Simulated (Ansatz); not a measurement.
# C2H2FNOS: the cost of one run

All numbers below are computed with Ansatz 0.2.0 (UKS PBE-D4/def2-SVP).

## Step 1: The system as given

Bond lengths: O1–C2 1.434 Å, C2–F3 1.331 Å, C2–N4 1.390 Å, N4–C5 1.292 Å, C2–S6 1.776 Å, C5–S6 1.706 Å, O1–H7 0.961 Å, C5–H8 1.079 Å. Angles: O1–C2–F3 111.2°, O1–C2–N4 110.3°, O1–C2–S6 115.1°, F3–C2–N4 112.3°, F3–C2–S6 115.9°, N4–C2–S6 90.3°, C2–O1–H7 100.5°, C2–N4–C5 100.2°, N4–C5–S6 96.9°, N4–C5–H8 134.3°, S6–C5–H8 128.6°, C2–S6–C5 72.4°.

As a file:

```xyz
8

O     1.5899    0.0659   -0.7410
C     0.5083   -0.4092    0.0719
F     0.6294   -1.7113    0.3218
N    -0.7112   -0.0973   -0.5166
C    -1.2322    0.6352    0.4120
S     0.1083    0.6142    1.4678
H     1.3610   -0.3294   -1.5860
H    -2.1615    1.1748    0.5143
```

## Step 2: Relaxing end A

File input.yaml:

```yaml
crystal:
  periodic: [false, false, false]
  atoms:
    - { symbol: O, position_ang: [1.5899, 0.0659, -0.741] }
    - { symbol: C, position_ang: [0.5083, -0.4092, 0.0719] }
    - { symbol: F, position_ang: [0.6294, -1.7113, 0.3218] }
    - { symbol: "N", position_ang: [-0.7112, -0.0973, -0.5166] }
    - { symbol: C, position_ang: [-1.2322, 0.6352, 0.412] }
    - { symbol: S, position_ang: [0.1083, 0.6142, 1.4678] }
    - { symbol: H, position_ang: [1.361, -0.3294, -1.586] }
    - { symbol: H, position_ang: [-2.1615, 1.1748, 0.5143] }
magnetization:
  spin_polarized: true
basis:
  gaussian: { orbitals: def2-SVP }
hamiltonian:
  xc: pbe
  dispersion: d4
relax:
  f_tol: 0.02
  max_steps: 50
```

On the command line:

```
$ ansatz run input.yaml --threads 2 --pin off --max-ram 3072MiB --backend cpu --events-out ev --progress --plain --runs-dir out
```

What time and memory should one allow on 2 threads of Intel Xeon Platinum 8488C (Sapphire Rapids), shared host?

About 41 s, with a peak of 0.22 GiB.
